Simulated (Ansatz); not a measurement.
The input, for Ansatz 0.2.0:

```yaml
crystal:
  periodic: [false, false, false]
  atoms:
    - {symbol: H, position_ang: [-2.825765, 0.000000, -0.000001]}
    - {symbol: H, position_ang: [-1.825765, 0.000000, -0.000001]}
    - {symbol: Ge, position_ang: [0.043235, 0.000000, 0.000000]}
    - {symbol: H, position_ang: [0.511903, -1.465915, 0.000000]}
    - {symbol: H, position_ang: [0.511903, 0.732957, -1.269519]}
    - {symbol: H, position_ang: [0.511903, 0.732957, 1.269520]}
basis:
  gaussian: {orbitals: cc-pVTZ}
magnetization: {spin_polarized: true, initial_magnetization: 1}
hamiltonian: {xc: {name: PBE0}}
output: {orbitals: {seedname: orbitals}}
```

```sh
$ ansatz run in.yaml --threads 2 --pin off --events-out ev --progress --plain --max-ram 16896MiB --backend cuda --devices 0, --max-vram 18GiB
```

(1) Roughly how long does this take on 2 threads of AMD EPYC 7R13 with a shared H100 80 GB, shared host, and how much host memory?

```
714 factors; their error is unknown
mean field evaluation 1: about -56590.0487 eV, gradient 9.4e0 eV
mean field evaluation 2: about -56590.3025 eV, gradient 6.2e0 eV
mean field evaluation 4: about -56590.3782 eV, gradient 3.2e-1 eV
mean field evaluation 8: about -56590.5828 eV, gradient 2.8e-1 eV
mean field evaluation 16: about -56590.5829 eV, gradient 3.5e-5 eV
mean field -56590.58290837 eV, -2079.6655634080 hartree, gradient 3.5e-5 eV, S^2 0.760075; 0 other end points of the search recorded, 0 dependent functions left out
reference -56590.58293711 eV, -2079.6655644638 hartree; 19, 18 occupied and 94, 95 virtual orbitals, 714 factors
Total energy: -56590.58293711 eV, -2079.6655644638 hartree
```

## Answers

(1) 3.2 s wall and 0.76 GiB.
